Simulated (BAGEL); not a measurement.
**One shape, several levels: MgH2S (SMILES [MgH][SH])**

Aim: a comparison of 4 runs (HF/3-21G, HF/def2-SVP, B3LYP/6-31G*, PBE0/6-31+G*) of MgH2S. 

Program for the calculation: BAGEL 1.2.2.

2 further runs of the same task are left out: 2 set aside as unsound or not needed.

## Step 1: The system as given

MgH2S has 4 atoms, charge 0, and is taken as a singlet. As SMILES, `[MgH][SH]`. The coordinates come from a PBE0-D4/def2-TZVP relaxation.

Bond lengths: Mg1–S2 2.296 Å, Mg1–H3 1.694 Å, S2–H4 1.345 Å. Angles: Mg1–S2–H4 92.9°, S2–Mg1–H3 179.4°.

## Step 2: The energy at HF/3-21G (run 1)

Contents of job.json:

```json
{ "bagel" : [

{
  "title" : "molecule",
  "basis" : "3-21g",
  "df_basis" : "qzvpp-jkfit",
  "angstrom" : "true",
  "geometry" : [
    { "atom" : "Mg", "xyz" : [      -0.036000,      -0.777000,       0.271800 ] },
    { "atom" : "S", "xyz" : [      -0.566100,       1.000300,      -1.081300 ] },
    { "atom" : "H", "xyz" : [       0.342700,      -2.097900,       1.261800 ] },
    { "atom" : "H", "xyz" : [       0.314900,       1.814400,      -0.472700 ] }
  ]
},

{ "title" : "hf", "df" : "false" },

{ "title" : "print", "file" : "orbitals.molden", "orbitals" : "true" }

]}
```

Run with:

```console
$ BAGEL_NUM_THREADS=1 BAGEL job.json > job.out
```

Log:

```text
* using 1 threads per process

  ===============================================================
  ===============================================================

  *** Geometry ***

  { "atom" : "Mg", "xyz" : [     -0.068030,     -1.468317,      0.513628 ] },
  { "atom" : "S", "xyz" : [     -1.069774,      1.890293,     -2.043361 ] },
  { "atom" : "H", "xyz" : [      0.647609,     -3.964456,      2.384456 ] },
  { "atom" : "H", "xyz" : [      0.595075,      3.428719,     -0.893274 ] },

  Number of auxiliary basis functions:      276

  Since a DF basis is specified, we compute 2- and 3-index integrals:
    o Being stored without compression. Storage requirement is 0.002 GB

  Number of basis functions:       30
  Number of electrons      :       30

    * METHOD: MOLECULE                             0.05

  *** RHF ***

  === Nuclear Repulsion ===
    58.8812053004

      * DIIS with orbital gradients will be used.

  === RHF iteration (3-21g) ===
      0       -593.85427441          0.02622043           0.01
      1       -595.03274117          0.03235160           0.01
      2       -595.17651058          0.01520598           0.01
      3       -595.21379445          0.00320133           0.01
      4       -595.21581088          0.00064497           0.01
      5       -595.21592427          0.00017889           0.01
      6       -595.21593331          0.00001206           0.01
      7       -595.21593336          0.00000214           0.01
      8       -595.21593336          0.00000042           0.01
      9       -595.21593336          0.00000010           0.01
     10       -595.21593336          0.00000002           0.01
     11       -595.21593336          0.00000000           0.01
    * SCF iteration converged.

    * Permanent dipole moment:
           (   -0.482131,     0.355861,    -0.680923) a.u.

    * METHOD: HF                                   0.21

    * METHOD: PRINT                                0.00

  ===============================================================
```

Run time: 0.42 s. Hardware: 1 thread of Arm Neoverse V1, shared host.

## Step 3: The energy at HF/def2-SVP (run 2)

Contents of input.json:

```json
{ "bagel" : [

{
  "title" : "molecule",
  "basis" : "svp",
  "df_basis" : "qzvpp-jkfit",
  "geometry" : [
    { "atom" : "Mg", "xyz" : [    -0.06803014,    -1.46831720,     0.51362756 ] },
    { "atom" : "S", "xyz" : [    -1.06977396,     1.89029304,    -2.04336086 ] },
    { "atom" : "H", "xyz" : [     0.64760914,    -3.96445644,     2.38445642 ] },
    { "atom" : "H", "xyz" : [     0.59507476,     3.42871908,    -0.89327354 ] }
  ]
},

{ "title" : "hf", "df" : "false" },

{ "title" : "print", "file" : "orbitals.molden", "orbitals" : "true" }

]}
```

Run with:

```console
$ BAGEL_NUM_THREADS=1 BAGEL input.json > input.out
```

Log:

```text
* using 1 threads per process

  ===============================================================
  ===============================================================

  *** Geometry ***

  { "atom" : "Mg", "xyz" : [     -0.068030,     -1.468317,      0.513628 ] },
  { "atom" : "S", "xyz" : [     -1.069774,      1.890293,     -2.043361 ] },
  { "atom" : "H", "xyz" : [      0.647609,     -3.964456,      2.384456 ] },
  { "atom" : "H", "xyz" : [      0.595075,      3.428719,     -0.893274 ] },

  Number of auxiliary basis functions:      276

  Since a DF basis is specified, we compute 2- and 3-index integrals:
    o Being stored without compression. Storage requirement is 0.005 GB

  Number of basis functions:       46
  Number of electrons      :       30

    * METHOD: MOLECULE                             0.05

  *** RHF ***

  === Nuclear Repulsion ===
    58.8812053198

      * DIIS with orbital gradients will be used.

  === RHF iteration (svp) ===
      0       -596.26125047          0.02430860           0.05
      1       -598.07788750          0.01285359           0.05
      2       -598.12764831          0.00332706           0.05
      3       -598.13359834          0.00127835           0.05
      4       -598.13453500          0.00037375           0.05
      5       -598.13463368          0.00006898           0.05
      6       -598.13463677          0.00001502           0.05
      7       -598.13463688          0.00000380           0.05
      8       -598.13463689          0.00000065           0.05
      9       -598.13463689          0.00000022           0.05
     10       -598.13463689          0.00000006           0.05
     11       -598.13463689          0.00000002           0.05
     12       -598.13463689          0.00000001           0.05
    * SCF iteration converged.

    * Permanent dipole moment:
           (   -0.305190,     0.130851,    -0.389515) a.u.

    * METHOD: HF                                   0.74

    * METHOD: PRINT                                0.01

  ===============================================================
```

It took 0.97 s on 1 thread of Arm Neoverse V1, shared host.

Run 3 isn't shown in full; the table further down has it.

## Step 4: Energy and forces at PBE0/6-31+G(d) (density fitting with qzvpp-jkfit, spherical functions) (run 4)

Contents of job.json:

```json
{ "bagel": [

{
  "title": "molecule",
  "basis": "6-31+gs.json",
  "df_basis": "qzvpp-jkfit",
  "angstrom": "true",
  "geometry": [
    { "atom": "Mg", "xyz": [      -0.036000,      -0.777000,       0.271800 ] },
    { "atom": "S", "xyz": [      -0.566100,       1.000300,      -1.081300 ] },
    { "atom": "H", "xyz": [       0.342700,      -2.097900,       1.261800 ] },
    { "atom": "H", "xyz": [       0.314900,       1.814400,      -0.472700 ] }
  ]
},

{
  "title": "force",
  "method": [
    { "title": "ks", "xc_func": "pbe0" }
  ]
}

]}
```

The basis set 6-31+G* is read from a file made from the Basis Set Exchange's data (not shown).

Run with:

```console
$ BAGEL_NUM_THREADS=1 BAGEL job.json > job.out
```

Log:

```text
* using 1 threads per process

  ===============================================================
  ===============================================================

  *** Geometry ***

  { "atom" : "Mg", "xyz" : [     -0.068030,     -1.468317,      0.513628 ] },
  { "atom" : "S", "xyz" : [     -1.069774,      1.890293,     -2.043361 ] },
  { "atom" : "H", "xyz" : [      0.647609,     -3.964456,      2.384456 ] },
  { "atom" : "H", "xyz" : [      0.595075,      3.428719,     -0.893274 ] },

[... 14 lines left out ...]
    * Removing 5053 points whose weight is below 1.00e-10
[... 13 lines left out ...]
    * SCF iteration converged.
[... 1 line left out ...]
    * Permanent dipole moment:
           (   -0.336688,     0.190354,    -0.449986) a.u.

  * Nuclear energy gradient

    o Atom   0
        x          0.0002060702
        y          0.0000603876
        z          0.0001914103
    o Atom   1
        x          0.0024639393
        y         -0.0001615377
        z          0.0027515583
    o Atom   2
        x         -0.0006973195
        y          0.0021780587
        z         -0.0017049550
    o Atom   3
        x         -0.0019610441
        y         -0.0020642177
        z         -0.0012449510
  * Gradient computed with                              1.16

    * METHOD: FORCE                                2.37

  ===============================================================
```

Wall time 2.6 s (1 thread of Arm Neoverse V1, shared host); peak memory 0.35 GiB.

## Step 5: Overview of the runs

```
run                                                                 level  integral approximation  Cartesian functions  energy (Eh)  dipole moment (D)  wall time
  1                                                              HF/3-21G                    none                   no  -595.215933               2.31     0.42 s
  2                                                           HF/def2-SVP                    none                   no  -598.134637               1.30     0.97 s
  3  B3LYP/6-31G* (density fitting with qzvpp-jkfit, Cartesian functions)             qzvpp-jkfit                  yes  -599.500769               1.32      2.4 s
  4  PBE0/6-31+G* (density fitting with qzvpp-jkfit, spherical functions)             qzvpp-jkfit                   no  -599.208288               1.51      2.6 s
```

## Step 6: Outcome

| quantity | value |
| --- | --- |
| run 4: total energy | -599.20829 Eh |
| run 4: dipole moment | 1.51 D |
| run 4: largest force on an atom | 0.190 eV/Å |

What this shows: The dipole moment (its size) runs from 1.30 D (HF/def2-SVP) to 2.31 D (HF/3-21G). Totals of different functionals can't be ranked against each other. All runs together took 6.4 s, the longest 2.6 s.
